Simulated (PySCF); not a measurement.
Species: silyl cyanide, CH3NSi.
Bonds: N1–C2 (triple), C2–Si3. Hydrogens: H4, H5, H6 on Si3.

A GFN2-xTB structure was refined with PBE0-D3(BJ)/def2-TZVP geometry optimisation, gas phase (PySCF 2.14.0). Its GFN2-xTB values:

```csv
coordinate,GFN2-xTB
N1≡C2,1.172 Å
C2–Si3,1.881 Å
Si3–H4,1.441 Å
N1–C2–Si3,179.1°
C2–Si3–H4,104.4°
H4–Si3–H5,113.4°
```

Task: How do these coordinates change at the PBE0-D3(BJ)/def2-TZVP level?

Result: 
```json
{"coordinate": "Si3–H4", "PBE0-D3(BJ)/def2-TZVP (Å or °)": "1.479", "change": "+0.038"}
{"coordinate": "C2–Si3", "PBE0-D3(BJ)/def2-TZVP (Å or °)": "1.848", "change": "-0.033"}
{"coordinate": "N1≡C2", "PBE0-D3(BJ)/def2-TZVP (Å or °)": "1.152", "change": "-0.020"}
{"coordinate": "C2–Si3–H4", "PBE0-D3(BJ)/def2-TZVP (Å or °)": "107.5", "change": "+3.1"}
{"coordinate": "H4–Si3–H5", "PBE0-D3(BJ)/def2-TZVP (Å or °)": "111.4", "change": "-2.0"}
{"coordinate": "N1–C2–Si3", "PBE0-D3(BJ)/def2-TZVP (Å or °)": "179.9", "change": "+0.8"}
```

The energy falls by 6.7 kJ/mol over 7 energy and gradient evaluations, the largest force component goes from 0.0458 to 8.0e-05 Eh/bohr, and the atoms move by 0.028 Å rms after alignment. The bond that changes most is Si3–H4 (SiH3 silicon to Si–H hydrogen), which lengthens by 0.038 Å. Bonds longer at the end by more than 0.005 Å: 3 of 5; shorter: 2. Rotational constants go from 85148, 4853, 4851 to 84018, 4987, 4987 MHz.

The run used 117 basis functions and 50 SCF cycles in all. The run took 36 s on one thread of an Arm Neoverse N1, shared host, and the process peaked at 0.46 GiB of memory.

Stationary, but not proved a minimum.
